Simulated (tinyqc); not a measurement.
Worked calculation: CCSD on RHF in the sto-3g basis, for CH3-, spin multiplicity 1. The basis has no diffuse functions, so it cannot describe the extra electron: this is an exercise in the method, not the real anion. One step of it, computed by the program tinyqc.

Problem. Orthogonalisation. S = U s U^T; symmetric (Loewdin) form X = U s^(-1/2) U^T, so that X^T S X = 1.

overlap S, lower triangle:
```
           1C 1s     1C 2s     1C 2px     1C 2py     1C 2pz     2H 1s     3H 1s     4H 1s
1C 1s   1.000000
1C 2s   0.248362  1.000000
1C 2px  0.000000  0.000000   1.000000
1C 2py  0.000000  0.000000   0.000000   1.000000
1C 2pz  0.000000  0.000000   0.000000   0.000000   1.000000
2H 1s   0.069554  0.518307   0.482673   0.000000  -0.017139  1.000000
3H 1s   0.069469  0.518001  -0.241133   0.417934  -0.017125  0.162795  1.000000
4H 1s   0.069469  0.518001  -0.241133  -0.417934  -0.017125  0.162795  0.162567  1.000000
```

Give: eigenvalues of S; X.

Solution.

eigenvalues of S: 0.2327  0.3220  0.3221  0.9597  1.0016  1.5151  1.5153  2.1315

X, lower triangle:
```
          1C 1s    1C 2s   1C 2px   1C 2py  1C 2pz    2H 1s    3H 1s   4H 1s
1C 1s    1.0286
1C 2s   -0.1707   1.5114
1C 2px   0.0000   0.0003   1.2225
1C 2py   0.0000   0.0000   0.0000   1.2225
1C 2pz   0.0013  -0.0158   0.0000   0.0000  1.0005
2H 1s    0.0261  -0.3808  -0.3843   0.0000  0.0124   1.3142
3H 1s    0.0261  -0.3803   0.1919  -0.3326  0.0124  -0.0382   1.3137
4H 1s    0.0261  -0.3803   0.1919   0.3326  0.0124  -0.0382  -0.0382  1.3137
```
